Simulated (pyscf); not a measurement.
Cl–GeH: [singlet] + hydrogen (H₂) + hydrogen (H₂) -> Cl–GeH₃ + hydrogen (H₂), a multi-bond step (singlet surface; H–H, H–H broken, Ge–H, Ge–H, H–H formed). PySCF, gas phase, ωB97X-D3(BJ)/def2-SVP geometries. Energies in kcal/mol from the separated reactants.

Small-basis levels: PySCF, no dispersion term, spherical d functions. AM1 to PM7: differences of heats of formation from MOPAC, which are fitted to 298 K values and so differ in kind from electronic energies by zero-point and thermal terms. GFN2-xTB: tblite. Cost: rough CPU time at the saddle relative to B3LYP/6-31G*+LANL2DZ, from one job on a shared machine.

| level | barrier | reaction energy | cost |
|---|---|---|---|
| HF/STO-3G | 80.5 | -67.1 | 0.08 |
| BP86/6-31G*+LANL2DZ | 35.0 | -27.0 | 1 |
| B3LYP/STO-3G | 44.9 | -70.7 | 1 |
| B3LYP/LANL2DZ | 42.0 | -27.8 | 0.8 |
| B3LYP/6-31G*+LANL2DZ | 43.2 | -27.5 | 1 |
| M06-2X/6-31G*+LANL2DZ | 44.3 | -30.4 | 2 |
| GFN2-xTB | ___ | -11.5 | under 0.02 |
| AM1 | ___ | -26.9 | under 0.02 |
| PM7 | 51.1 | +0.2 | under 0.02 |
| ωB97M-D3(BJ)/def2-TZVP | ___ | -29.5 | – |

Q: Fill in the missing entries.

A: 
- GFN2-xTB, barrier: 19.0
- AM1, barrier: 48.2
- ωB97M-D3(BJ)/def2-TZVP, barrier: 40.1

Against the last row the barrier runs from -21.0 (GFN2-xTB) to +40.4 kcal/mol (HF/STO-3G). ωB97M-D3(BJ)/def2-TZVP has limits of its own. One saddle was located; it need not be the lowest between these sides. In the def2 sets elements up to Kr have no core potential.
